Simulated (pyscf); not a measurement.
Thermochemistry of product channels of `[O]=[SiH2]` on the singlet surface, in kJ/mol, from ωB97M-D3(BJ)/def2-TZVP energies (ideal gas, 1 atm, RRHO with modes under 100 cm⁻¹ raised to 100, one conformer, R ln 2 for chiral ones without a mode under 150 cm⁻¹). PySCF, gas phase, ωB97X-D3(BJ)/def2-SVP geometries.

| products | ΔE | ΔH(298 K) | ΔG(298 K) | ΔG(1200 K) |
|---|---|---|---|---|
| `[OH][SiH]` [singlet] | (withheld) | -7.2 | -9.4 | -17.6 |
| `[O]=[Si]` [singlet] + `[H][H]` | +9.8 | +1.2 | -30.8 | -133.6 |

What belongs in the gaps?


- `[OH][SiH]` [singlet], ΔE: -12.5

These are energies of the channels, which say nothing of barriers.
